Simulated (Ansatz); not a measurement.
**CHSi₂+ (triplet): wave-function methods side by side, cc-pVTZ**

An exercise on one series of results from a longer session: the logs are not shown, and one member is left open.

Computed with Ansatz 0.2.0, Gaussian basis. Level: cc-pVTZ, core rule «outside noble gas», up to 11 orbitals frozen.

To be run: UHF; CCSD(T) on ROHF; CCSD(T) on UHF; BCCD(T) on ROHF; CCSDT(Q) on ROHF; CCSDT(Q) on UHF.

3 further runs of the same task are left out: 3 set aside as unsound or not needed.

**The geometry**

The geometry is a PBE0/def2-TZVP stationary point (not a proven minimum) of the parent state, kept for this charge and spin.

4 atoms, charge 1, spin multiplicity 3.

Atoms are counted from 1 here; the program's logs count them from 0.

Bond lengths: C1–Si2 1.912 Å, C1–Si3 1.729 Å, Si2–Si3 2.317 Å, Si2–H4 1.509 Å. Angles: Si2–C1–Si3 78.8°, C1–Si2–Si3 47.1°, C1–Si2–H4 117.9°, Si3–Si2–H4 119.9°, C1–Si3–Si2 54.1°.

The first run:

File in.yaml:

```yaml
crystal:
  periodic: [false, false, false]
  atoms:
    - {symbol: C, position_ang: [-0.061244, -1.147988, -0.219952]}
    - {symbol: Si, position_ang: [0.099301, 0.160438, 1.164819]}
    - {symbol: Si, position_ang: [-0.033008, 0.314343, -1.142833]}
    - {symbol: H, position_ang: [-1.117401, 0.450106, 2.008353]}
basis:
  gaussian: {orbitals: cc-pVTZ}
total_charge: 1
magnetization: {spin_polarized: true, initial_magnetization: 2}
hamiltonian: {xc: hf}
output: {orbitals: {seedname: orbitals}}
```

Started as:

```
$ ansatz run in.yaml --threads 1 --pin off --events-out ev --progress --plain --max-ram 4096MiB --backend cpu
```

Among the steps run: UHF; CCSD(T) on ROHF; CCSD(T) on UHF; BCCD(T) on ROHF; CCSDT(Q) on ROHF; CCSDT(Q) on UHF.

One of the session's tables, all rows but one given; the rest of the session is left out.

| method | from RCCSDT(Q) (meV) |
| --- | --- |
| ROHF | +10476.7 |
| RMP2 | +1635.4 |
| UMP2 | ? |
| RCCSD | +814.1 |
| UCCSD | +879.1 |
| RCCSD(T) | +118.3 |
| UCCSD(T) | +216.1 |
| BCCD(T) | +117.7 |
| RCCSDT | +80.9 |
| UCCSDT | +95.7 |
| RCCSDT(Q) | 0 |
| UCCSDT(Q) | -3.1 |

Estimate the missing values for UMP2.

**Answer.** from RCCSDT(Q) (meV): +2375.3. In the column «from RCCSDT(Q) (meV)» it lies between RMP2 (+1635.4) and ROHF (+10476.7).

Left out of the table: UHF (another determinant or state than the rows shown).

Caveats from the session: The determinant is far from a pure spin state, so its energy mixes those of several spin states (harmless only where they are near-degenerate, as at dissociation). Warnings: spin contamination; coupled cluster took another determinant than the lowest; large T1 diagnostic. Restricted and unrestricted rows rest on different reference determinants; where their highest levels disagree by more than a few hundredths of an eV, they describe different states and don't form one ladder.
